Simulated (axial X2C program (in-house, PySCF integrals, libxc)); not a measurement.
Worked dissociation energy of SiP: PBEsol, 2c

All values were computed with an in-house all-electron X2C program for linear molecules (integrals from PySCF). Two-component (2c) means X2C with spin–orbit coupling and atomic mean-field two-electron Coulomb and Gaunt terms. Basis: P dyall-v3z [8s7p2d1f], Si dyall-v3z [8s7p2d1f] (cores contracted in-house); Gaussian nuclei, density fitting, unrestricted open shells. Masses: P 30.974 u, Si 27.977 u.

Molecular state: Ω = 3/2 (⟨Sz⟩ = 0.50, ⟨Lz⟩ = 1.00 at PBEsol).

```
E(P) (2M_J = 3)  : -341.301487 hartree
E(Si) (2M_J = 2) : -289.266189 hartree
E(SiP) at Re     : -630.718119 hartree
ωe               : 603.6 cm⁻¹
ωexe             : 2.07 cm⁻¹
```

Problem. Work out De and D0.

Solution. De = -341.301487 + (-289.266189) − (-630.718119) = 0.15044 hartree = 4.094 eV. The zero-point energy is ωe/2 − ωexe/4 = 301 cm⁻¹ = 0.037 eV, so D0 = 4.056 eV.

The state is a single determinant with fixed occupations, the lowest that a limited PBE0 search found. Dissociation energies refer to the lowest single-determinant-based atoms at the same level and basis. Density functionals use the spin component along the axis (collinear). The 2c atoms are single determinants rather than J levels; their spin–orbit lowering is only partly caught, and De is too large by that part. This holds for PBEsol. Other states lie close and PBE0, whose exact exchange favours high spin, may order them wrongly; the determinant shown need not be the ground state. The nearest other 2c determinant of the search, Ω = 1/2, lies 0.02 eV up at the distance of the search. The functionals have no current-density term, which raises determinants with orbital currents, atoms included. At some level and bond length an empty orbital lies below a filled one.

Each atomic determinant is the lowest at this level and need not be a pure J level. Totals compare only within one Hamiltonian and basis.
